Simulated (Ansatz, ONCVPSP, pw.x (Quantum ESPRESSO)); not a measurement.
**V (Z = 23) (bcc): variants of one ONCV potential in the solid**

| Quantity | Value |
| --- | --- |
| Element | vanadium |
| Generator | ONCVPSP 4.0.1 |
| Type | optimised norm-conserving Vanderbilt (ONCV) |
| Functional | PBE |
| Relativity | scalar-relativistic |
| Frozen core | [Ar] |
| Valence charge | 5 |
| Reference configuration | 3d4 4s1 |
| Partial waves | 4s: rc 3.15 bohr, ncon 4, nbas 8, qcut 1.9 1/bohr, 2 projectors, debl 0.8 Ha; p scattering state at 0.46 Ha: rc 2.50 bohr, ncon 4, nbas 7, qcut 3.1 1/bohr, 2 projectors, debl 2.5 Ha; 3d: rc 1.60 bohr, ncon 4, nbas 9, qcut 7.8 1/bohr, 2 projectors, debl 1.1 Ha |
| Local potential | polynomial inside 1.50 bohr (lpopt 2, dvloc0 0 Ha) |
| Core correction | Teter function, fcfact 1.75, rcfact 1.45 |

Crystal test: bcc V in pw.x 7.5, no spin, 15³ k-points, Fermi–Dirac smearing 0.01 Ry, cutoffs set for each file from its atomic test. The reference is all-electron LAPW (Ansatz 0.2.0) with the same functional, mesh and smearing; V0 and B0 come from Birch–Murnaghan fits to the pressures at five volumes. Errors are pseudo minus all-electron; Δ is the rms difference of the E(V) curves that follow from these fits, minima aligned, over ±6 % about the mean V0. Mesh and smearing are coarse, so the numbers serve the comparison and aren't converged zero-temperature values; the lattice is a test structure that the element need not adopt.

All-electron: a0 = 3.000 Å (V0 = 13.50 Å³/atom), B0 = 179.4 GPa.

Base: The largest radius (3.15 bohr) exceeds half the bond length (2.45 bohr), so the spheres overlap, which is one possible source of error among others. This is a poor potential for the solid. The generator flags a localised state at positive energy (s at 36 eV). Atomic configuration tests: 1 of 4 tests not solved or not reliable.

1 further variants are left out: they gave no file fit for a test, a broken result, the same result as the base, or pressures whose basis-set error rivals the error shown.

```csv
change,cutoffs (Ry),pw.x,a0 (Å),a0 error (%),B0 error (%),Δ (meV/atom),mean pressure error (GPa)
base,165/660,converged,2.975,-0.83,-2.8,13.1,-4.35
"s: ncon 5, nbas 9",165/660,converged,2.970,-0.99,-2.2,15.5,-5.13
"local potential polynomial inside 1.50 bohr (lpopt 2, dvloc0 5 Ha)",165/660,converged,2.978,-0.73,-3.1,11.6,-3.87
"core correction Teter function, fcfact 1.75, rcfact 1.48",165/660,converged,2.975,-0.83,-3.3,13.1,-4.36
```

**Question.** Give the row for: core correction Teter function, fcfact 1.1, rcfact 1.45.

**Answer.** pw.x: converged; mean pressure error (GPa): -3.72; a0 (Å): 2.978; a0 error (%): -0.71; B0 error (%): -3.9; Δ (meV/atom): 11.1.
